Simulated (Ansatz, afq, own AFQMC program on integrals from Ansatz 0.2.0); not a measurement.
# BH4, doublet: AFQMC among the cluster methods

```yaml
atoms:
  - { symbol: B, position_ang: [0.0000, 0.0000, 0.0000] }
  - { symbol: H, position_ang: [0.4147, 0.8125, 0.8107] }
  - { symbol: H, position_ang: [-0.4243, -0.8077, 0.8105] }
  - { symbol: H, position_ang: [-0.4128, 0.8086, -0.8154] }
  - { symbol: H, position_ang: [0.4225, -0.8134, -0.8057] }
```

Basis 6-31G. Only valence electrons are correlated. Ansatz 0.2.0 and our own AFQMC program on the same integrals; the CISD trial comes from CCSD amplitudes, and released means the phaseless constraint is let go. ± is one standard error of the sampling.

Determinant: UHF, the one that the program's search chose, which needn't be the lowest solution. The geometry is a point of a scan.

Full CI on the same integrals is exact in this basis and with this determinant's frozen core.

```
T1 diagnostic                               : 0.0129
weight of the determinant in the CISD state : 0.939
⟨S²⟩ of the determinant                     : 0.763
size of the correlated space                : 7 electrons in 16 orbitals
```

```tsv
level	correlation energy (eV)
MP2	-1.8918
CCSD	-2.5267
CCSD(T)	-2.5706
```

(1) Estimate where full CI lies against CCSD(T) on the same integrals.

(1) 1.6 kJ/mol below CCSD(T).

Reference: full CI, correlation energy -2.587 eV. The released energy is read at 2.40 1/Eh (meV from the phaseless value at times in 1/Eh: -0.8 ± 1.0 at 0.24, -2.4 ± 0.9 at 0.51, -3.3 ± 0.5 at 0.99, -4.7 ± 0.6 at 1.62, -5.1 ± 0.5 at 2.40).

```tsv
level	E − E(reference) (kJ/mol)	share of correlation (%)
CCSD(T)	1.6	99.37
CCSDT	0.2	99.94
CCSDT(Q)	0.0	99.99
CCSDTQ	0.0	100.00
ph-AFQMC/HF	6.1 ± 1.3	97.55
ph-AFQMC/CISD	0.5 ± 0.1	99.79
released AFQMC	0.0 ± 0.05	99.99
```

CCSDT and higher add their correlation energy to the determinant of the CCSD(T) run, since their own runs factorise the integrals more tightly (a shift of under 2 meV). A walk keeps the symmetry of its determinant, which the program's search chose and which needn't be the lowest solution, so a lower state of the same spin and another symmetry isn't excluded. Released energies are given only where the last usable release times agree within the noise; a slower fall can still hide under it.
